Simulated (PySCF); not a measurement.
Isomers of C5H9N, mass 83.073 u with the commonest isotopes. Level of theory: PBE0-D3(BJ)/def2-SVP geometry optimisation, gas phase in PySCF. One conformer each, none proved a minimum here; rigid rotors.

Question: Order these by rotational constant C, smallest first.
A. `[CH3:1][CH:2]([CH3:3])[C@H:4]1[CH:5]=[N:6]1` with C1–C2–C4–C5 -138°
B. `[CH2:1]=[C:2]([CH3:3])[C@@H:4]1[CH2:5][NH:6]1` with C1–C2–C4–C5 80°
C. `[CH3:1][C@@H:2]1[CH2:3][CH:4]=[N:5][CH2:6]1` with C1–C2–C3–C4 -99°, C2–C3–C4–N5 -14°, C4–N5–C6–C2 14°, C1–C2–C6–N5 97°

Answer: A (2072 MHz), B (2214 MHz), C (2808 MHz).

Question: Order these by rotational constant A, smallest first.
A. `[CH3:1][CH:2]([CH3:3])[CH2:4][C:5]#[N:6]` with C1–C2–C4–C5 -63°
B. `[CH3:1][CH:2]([CH3:3])[C@H:4]1[CH:5]=[N:6]1` with C1–C2–C4–C5 -138°
C. `[CH3:1][C@@H:2]1[CH2:3][CH:4]=[N:5][CH2:6]1` with C1–C2–C3–C4 -99°, C2–C3–C4–N5 -14°, C4–N5–C6–C2 14°, C1–C2–C6–N5 97°

Answer: A (5340 MHz), C (5996 MHz), B (6453 MHz).

Question: Order these by rotational constant B, largest first.
A. `[CH3:1][C@@H:2]1[CH2:3][CH:4]=[N:5][CH2:6]1` with C1–C2–C3–C4 -99°, C2–C3–C4–N5 -14°, C4–N5–C6–C2 14°, C1–C2–C6–N5 97°
B. `[CH3:1][CH:2]([CH3:3])[C@H:4]1[CH:5]=[N:6]1` with C1–C2–C4–C5 -138°
C. `[CH2:1]=[C:2]([CH3:3])[C@@H:4]1[CH2:5][NH:6]1` with C1–C2–C4–C5 80°
D. `[CH3:1][CH:2]([CH3:3])[CH2:4][C:5]#[N:6]` with C1–C2–C4–C5 -63°

Answer: A (3576 MHz), C (2773 MHz), B (2680 MHz), D (2439 MHz).

```json
{"SMILES": "CC(C)[C@H]1C=N1", "point group": "C1", "Ia (u·Å²)": "78.31", "Ib (u·Å²)": "188.57", "Ic (u·Å²)": "243.92", "κ": "-0.72", "μa (D)": "0.55", "μb (D)": "1.94", "μc (D)": "0.02"}
{"SMILES": "C=C(C)[C@@H]1CN1", "point group": "C1", "Ia (u·Å²)": "77.83", "Ib (u·Å²)": "182.25", "Ic (u·Å²)": "228.29", "κ": "-0.74", "μa (D)": "1.19", "μb (D)": "0.47", "μc (D)": "1.08"}
{"SMILES": "CC(C)CC#N", "point group": "Cs", "Ia (u·Å²)": "94.65", "Ib (u·Å²)": "207.25", "Ic (u·Å²)": "224.79", "κ": "-0.88", "μa (D)": "3.22", "μb (D)": "0.02", "μc (D)": "2.14"}
{"SMILES": "C[C@@H]1CC=NC1", "point group": "C1", "Ia (u·Å²)": "84.29", "Ib (u·Å²)": "141.31", "Ic (u·Å²)": "179.96", "κ": "-0.52", "μa (D)": "1.44", "μb (D)": "1.31", "μc (D)": "0.86"}
```
